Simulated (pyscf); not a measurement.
This saddle point was located with ωB97X-D3(BJ)/def2-SVP in PySCF.

```
Ge
H 1 1.5209
H 1 1.5285 2 118.06
H 1 1.5475 2 109.97 3 123.78
O 1 1.9973 2 108.45 4 96.12
H 5 0.9736 1 115.53 2 -167.84
H 5 1.0649 6 110.78 1 99.27
Ge 7 2.1107 5 149.63 6 -117.79
H 8 1.5550 7 104.81 5 -148.46
H 8 1.5576 9 104.36 7 116.83
H 8 1.5579 9 103.81 10 107.66
```
Charge 0, spin multiplicity 1.

Surface: singlet, charge 0. Lowest wavenumbers (cm⁻¹): 395i, 84, 178, 214, 279.

Question: What reaction is this the transition state of?

Answer: H₃Ge–GeH₃ + H₂O ⇌ HO–GeH₃ + GeH₄, a four-centre exchange read from left to right: Ge–Ge, H–O broken and Ge–O, Ge–H formed. At ωB97M-D3(BJ)/def2-TZVP it lies +44.9 kcal/mol from the left side and +43.5 kcal/mol from the right (each side as separated species at their lowest minima found). This is the saddle that the search found; another between the same sides may lie lower. Elements up to Kr have no core potential and no relativistic terms here.
